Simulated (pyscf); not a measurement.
This saddle point was located with ωB97X-D3(BJ)/def2-SVP in PySCF.

```xyz
8

S     -1.8099    -0.1169     2.2920
Ti    -0.4960     0.0472     0.1535
Cl     0.9108     1.4611     1.0024
Cl    -2.2391     0.7739    -0.8879
Cl     0.6840    -0.9037    -1.4250
H     -0.7189    -0.0632     3.0828
H     -1.1132    -1.2887     1.4231
H     -0.5196    -1.6400     0.6507
```

Surface: singlet, charge 0. Lowest wavenumbers (cm⁻¹): 859i, 84, 101, 132, 148.

Task: What reaction is this the transition state of?

Result: HS–Ti(Cl)(Cl)–Cl + H₂ ⇌ H₂S + Cl–TiH(Cl)–Cl, a four-centre exchange read from left to right: S–Ti, H–H broken and H–S, H–Ti formed. At ωB97M-D3(BJ)/def2-TZVP it lies +1.27 eV from the left side and +0.34 eV from the right (each side as separated species at their lowest minima found). On the product side the descent ends in an adduct with a S–Ti contact, 0.55 eV under the separated species and 0.63 eV under the saddle at ωB97X-D3(BJ)/def2-TZVP. What is counted as broken (S–Ti) persists as a longer contact in the product adduct; parting that adduct is a step of its own. At the saddle there is also a short H–Ti contact that neither side keeps. One saddle was located; it need not be the lowest between these sides.
